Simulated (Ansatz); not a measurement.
# CH₂Mg (quintet): the correlation ladder, 6-31G

An exercise on one series of results from a longer session: the logs are not shown, and one member is left open.

Program: Ansatz 0.2.0, Gaussian basis. Level of theory: 6-31G, core rule «outside noble gas», up to 6 orbitals frozen. These are calculated values, not measurements.

Plan: UHF; CCSD(T) on ROHF; CCSD(T) on UHF; BCCD(T) on ROHF; CISD; CCSDT(Q) on ROHF; CCSDT(Q) on UHF; CISDTQ; CCSDTQ on ROHF; Full CI.

28 further runs of the same task are left out: 10 for a known fault of the program, 9 that didn't finish, 9 set aside as unsound or not needed.

### The geometry

The geometry is a PBE0/def2-TZVP stationary point (not a proven minimum) of the parent state, kept for this charge and spin.

4 atoms, charge 0, spin multiplicity 5.

Atoms are counted from 1 here; the program's logs count them from 0.

Bond lengths: C1–Mg2 2.007 Å, C1–H3 1.089 Å, Mg2–H4 1.696 Å. Angles: Mg2–C1–H3 180.0°, C1–Mg2–H4 180.0°.

Set-up of the first run:

The input, in.yaml:

```yaml
crystal:
  periodic: [false, false, false]
  atoms:
    - {symbol: C, position_ang: [0.000000, 0.000000, 1.155397]}
    - {symbol: Mg, position_ang: [0.000000, 0.000000, -0.851568]}
    - {symbol: H, position_ang: [0.000000, 0.000000, 2.244181]}
    - {symbol: H, position_ang: [0.000000, 0.000000, -2.548010]}
basis:
  gaussian: {orbitals: 6-31G}
magnetization: {spin_polarized: true, initial_magnetization: 4}
hamiltonian: {xc: hf}
output: {orbitals: {seedname: orbitals}}
```

The run is started by

```console
$ ansatz run in.yaml --threads 1 --pin off --events-out ev --progress --plain --max-ram 2393MiB
```

Steps of the session up to this table: UHF; CCSD(T) on ROHF; CCSD(T) on UHF; BCCD(T) on ROHF; CISD; CCSDT(Q) on ROHF; CCSDT(Q) on UHF; CISDTQ; CCSDTQ on ROHF; Full CI.

One table of the session follows, with a row left open; its other results are not shown here.

```
   method  from FCI (meV)
     ROHF         +2518.1
      UHF         +2370.4
     RMP2          +709.6
     UMP2          +688.6
     CISD          +178.9
    RCCSD          +122.3
    UCCSD               ?
 RCCSD(T)           +33.0
 UCCSD(T)           +31.5
  BCCD(T)           +38.1
   RCCSDT            +5.2
   UCCSDT            +3.5
   CISDTQ            +3.1
RCCSDT(Q)            -0.1
UCCSDT(Q)            -3.9
  RCCSDTQ            -0.2
      FCI               0
```

Q: Estimate the row for UCCSD from the others.

As computed: from FCI (meV): +113.2. In the column «from FCI (meV)» it lies between BCCD(T) (+38.1) and RCCSD (+122.3).

Limits of these values: UCCSDT(Q) falls below full CI: unrestricted runs freeze a spin-polarised core, another one than full CI's, and coupled cluster isn't variational. Levels on UHF freeze UHF's core orbitals, full CI those of ROHF, so the U rows can settle a little off it for that reason alone. Restricted and unrestricted rows rest on different reference determinants; where their highest levels disagree by more than a few hundredths of an eV, they describe different states and don't form one ladder.
